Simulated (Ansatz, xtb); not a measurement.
## Isomers of CH5AlO in order of energy

3 gas-phase structures of CH5AlO, found in a search over its isomers (lower ones may exist). Each was relaxed with GFN2-xTB:

A. `C[O][AlH2]`, a singlet
B. `[CH2]1[OH+][AlH2-]1`, a singlet
C. `[CH3][AlH][OH]`, a singlet

Q: Estimate their order in r2SCAN-D4/def2-SVP energy at these geometries, lowest first.

A: Calculated order at r2SCAN-D4/def2-SVP: C (0.0), A (86.2), B (226.6) kJ/mol.

Energies above the lowest of each column, in kJ/mol; the last columns are at PBE0-D3(BJ)/pcseg-1 geometries:

```csv
structure,GFN2-xTB,HF/STO-3G,r2SCAN-D4/def2-SVP,PBE0-D3(BJ)/pcseg-1,CCSD(T)/def2-TZVP
C,15.2,0.0,0.0,0.0,0.0
A,0.0,27.7,86.2,93.6,98.3
B,202.5,105.0,226.6,226.0,238.3
```

CCSD(T)/def2-TZVP puts C lowest; GFN2-xTB picks A. Flexible structures stand in one conformer each, not always the lowest.

Programs: Ansatz 0.2.0, xtb 6.7.1.
